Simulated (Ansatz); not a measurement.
**doublet CP: levels of theory in one basis**

```xyz
2

C     0.0000    0.0000    0.0000
P     0.0000    0.0000    1.5620
```

Basis set: def2-SVP (spherical functions). Frozen core: 6 orbitals. Correlation on ROHF uses semicanonical orbitals with singles. Charge 0, multiplicity 2.

Computed with Ansatz (development build ahead of 0.2.0); each method stands on the lowest determinant of its kind that the runs found.

```json
{"method": "ROHF", "E − E(ROHF) (eV)": "0.00", "<S²> of the determinant": "–"}
{"method": "UHF", "E − E(ROHF) (eV)": "-0.89", "<S²> of the determinant": "1.64"}
{"method": "ROHF-MP2", "E − E(ROHF) (eV)": "-6.17", "<S²> of the determinant": "–"}
{"method": "UHF-MP2", "E − E(ROHF) (eV)": "-5.24", "<S²> of the determinant": "1.64"}
{"method": "UHF-CCSD(T)", "E − E(ROHF) (eV)": "-6.99", "<S²> of the determinant": "1.64"}
{"method": "UHF-CCSDT(Q)", "E − E(ROHF) (eV)": "-7.13", "<S²> of the determinant": "1.64"}
```

Task: What does ROHF-CCSD(T) give on the same scale?

Result: -7.06 eV.

Caution for ROHF, ROHF-MP2, ROHF-CCSD(T): an unrestricted determinant lies well below. Caution for UHF, UHF-MP2, UHF-CCSD(T), UHF-CCSDT(Q): the unrestricted determinant is a mixture of spin states. Caution for UHF-CCSD(T): another reference gives a lower total.
